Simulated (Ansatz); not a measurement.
# H2Ge–B, doublet in cc-pVDZ: errors against RCCSDTQ

Geometry: that of the H2Ge–B, quartet, kept fixed.

```csv
atom,x (Å),y (Å),z (Å)
Ge,0.0000,0.0000,0.2232
B,0.0000,0.0000,-1.7074
H,0.0000,1.2593,1.1123
H,0.0000,-1.2593,1.1123
```

Basis cc-pVDZ; Ansatz 0.2.0. Correlated methods freeze the noble-gas cores and the filled d shells of p-block atoms, which leaves 9 electrons in 36 orbitals. R marks a restricted (for open shells ROHF) determinant. Active spaces: valence = (9e, 10o) chosen from the atoms' valence shells. No spin–orbit coupling is included, and no scalar relativity.

Full CI isn't at hand for all of this; RCCSDTQ serves as the reference, and is uncertain by the last step of the cluster series or more.

HF rows: RHF is the determinant under the cluster runs. Coupled cluster chose its determinant by a search with trial CCSD, here up to 0.08 eV above the lowest Hartree–Fock solution of its kind, and MP2 stands on that determinant too.

- UHF ⟨S²⟩: 1.439
- ⟨S²⟩ of the determinant under UCCSD: 0.790
- T1 diagnostic (RCCSD): 0.0347
- largest doubles amplitude (RCCSD): 0.169

From what is known of these methods and the diagnostics, rank them by the size of their error in total energy against RCCSDTQ in cc-pVDZ, smallest first (an estimate: the text doesn't fix the numbers).
A. RMP2
B. RCCSDT
C. RCCSD(T)
D. RHF
E. MRCISD (valence space)

B (0.35 kcal/mol), C (1.43 kcal/mol), E (3.94 kcal/mol), A (29.90 kcal/mol), D (122.05 kcal/mol).

All errors are against RCCSDTQ in cc-pVDZ. Within each family the higher level lies nearer, as is usual though not guaranteed.

Natural occupations of CASSCF (valence space) about the gap: 1.979 1.963 1.950 1.858 1.003 0.142 0.042 0.034 0.017 0.012; effectively unpaired electrons, Σ n²(2−n)², 1.17.
